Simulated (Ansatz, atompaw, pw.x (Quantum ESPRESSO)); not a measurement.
## lithium (Li): does the PAW (atompaw) potential hold in the solid?

Li (Z = 3), PAW, made with atompaw 4.2.0.5 (LDA (PW92), scalar-relativistic). Core none, reference 1s2 2s1 2p0. Waves: 1s (bound): rc 0.75 bohr; 2s (bound): rc 3.00 bohr; 2p (bound, empty): rc 3.00 bohr; 2p channel at 0.3 Ry: rc 3.00 bohr; 3d channel at 0.05 Ry: rc 3.00 bohr. Local part: bessel scheme, radius 2.30 bohr. Core correction: none. Augmentation charge: besselshape compensation charge, radius 1.76 bohr; PAW radius 3.00 bohr; waves and projectors: custom rrkj gramschmidtortho.

Atomic tests: cutoffs needed: 80 Ry and 100 Ry (the cutoffs (Ry, on a coarse ladder) from which the occupation-weighted sum of valence levels, in a spherical-Bessel basis at the reference potential, stays within 10 and 1 mRy of its value at 400 Ry); ghost test: no extra level below or beside the all-electron valence levels (s, p, d, f tested) (spherical-Bessel basis up to 400 Ry, 20 bohr box); lowest eigenvalue of the overlap operator: 0.62 (s channel).

Crystal test: bcc Li in pw.x 7.5, no spin, 14³ k-points, Fermi–Dirac smearing 0.01 Ry, cutoffs 120/900 Ry. The reference is all-electron LAPW (Ansatz 0.2.0) with the same functional, mesh and smearing; V0 and B0 come from Birch–Murnaghan fits to the pressures at five volumes. Errors are pseudo minus all-electron; Δ is the rms difference of the E(V) curves that follow from these fits, minima aligned, over ±6 % about the mean V0. Mesh and smearing are coarse, so the numbers serve the comparison and aren't converged zero-temperature values; the lattice is a test structure that the element need not adopt.

All-electron: a0 = 3.366 Å (V0 = 19.06 Å³/atom), B0 = 15.0 GPa.

**Question.** How far does the potential miss the all-electron equation of state?

**Answer.** mean pressure error (GPa): -0.18; a0 (Å): 3.352; a0 error (%): -0.40; B0 error (%): +0.9; Δ (meV/atom): 0.7. The largest radius (3.00 bohr) exceeds half the bond length (2.76 bohr), so the spheres overlap, which is one possible source of error among others.

```json
{"V (Å³/atom)": "18.133", "P all-electron (GPa)": "0.82", "P pseudo (GPa)": "0.61"}
{"V (Å³/atom)": "18.610", "P all-electron (GPa)": "0.38", "P pseudo (GPa)": "0.19"}
{"V (Å³/atom)": "19.087", "P all-electron (GPa)": "-0.02", "P pseudo (GPa)": "-0.19"}
{"V (Å³/atom)": "19.564", "P all-electron (GPa)": "-0.37", "P pseudo (GPa)": "-0.53"}
{"V (Å³/atom)": "20.041", "P all-electron (GPa)": "-0.69", "P pseudo (GPa)": "-0.84"}
```

**Question.** At the middle volume, how do free energy and pressure move when the wave cutoff is lowered (ecutrho held at 900 Ry)?

**Answer.**

| cutoff (Ry) | shift of F (meV/atom) | shift of P (GPa) |
| --- | --- | --- |
| 54 | +1098.0 | -30.84 |
| 72 | +183.4 | -8.04 |
| 96 | +7.1 | -0.68 |

Input at the middle volume:

```
&control
  calculation='scf', prefix='x', pseudo_dir='./', outdir='./tmp', tstress=.true., disk_io='none'
/
&system
  ibrav=0, nat=1, ntyp=1, ecutwfc=120, ecutrho=900, nbnd=8,
  occupations='smearing', smearing='fd', degauss=0.01
/
&electrons
  conv_thr=1e-09, mixing_beta=0.4, electron_maxstep=70
/
ATOMIC_SPECIES
Li 1.0 Li.UPF
CELL_PARAMETERS angstrom
  -1.68354952 1.68354952 1.68354952
  1.68354952 -1.68354952 1.68354952
  1.68354952 1.68354952 -1.68354952
ATOMIC_POSITIONS crystal
Li 0.0000 0.0000 0.0000
K_POINTS automatic
14 14 14 0 0 0
```

```bash
pw.x < Li.scf.in > Li.scf.out
```

Lines of the output:

```
Message from routine setup:
     using ibrav=0 with symmetry is DISCOURAGED, use correct ibrav instead
     lattice parameter (alat)  =       5.5104  a.u.
     unit-cell volume          =     128.8055 (a.u.)^3
     number of electrons       =         3.00
     number of Kohn-Sham states=            8
     kinetic-energy cutoff     =     120.0000  Ry
     charge density cutoff     =     900.0000  Ry
     scf convergence threshold =      1.0E-09
     Exchange-correlation= SLA PW NOGX NOGC
     number of k points=   104  Fermi-Dirac smearing, width (Ry)=  0.0100
     iteration #  1     ecut=   120.00 Ry     beta= 0.40
     total energy              =     -14.82253934 Ry
     estimated scf accuracy    <       0.00061237 Ry
     iteration #  2     ecut=   120.00 Ry     beta= 0.40
     total energy              =     -14.82205374 Ry
     estimated scf accuracy    <       0.00017066 Ry
     iteration #  3     ecut=   120.00 Ry     beta= 0.40
     total energy              =     -14.82215716 Ry
     estimated scf accuracy    <       0.00000272 Ry
     iteration #  4     ecut=   120.00 Ry     beta= 0.40
     total energy              =     -14.82215736 Ry
     estimated scf accuracy    <          8.3E-09 Ry
     iteration #  5     ecut=   120.00 Ry     beta= 0.40
     the Fermi energy is     1.0817 ev
!    total energy              =     -14.82215737 Ry
     estimated scf accuracy    <          9.7E-10 Ry
     smearing contrib. (-TS)   =      -0.00220136 Ry
     convergence has been achieved in   5 iterations
          total   stress  (Ry/bohr**3)                   (kbar)     P=       -1.93
     Message from routine punch:
     Nothing written, as per user request (disk_io='none')
```

The run at the middle volume (104 k-points, 5 iterations) took about 14 s on one core of a shared host (Intel(R) Xeon(R) 6975P-C, 192 threads, 378 GiB, load 33).
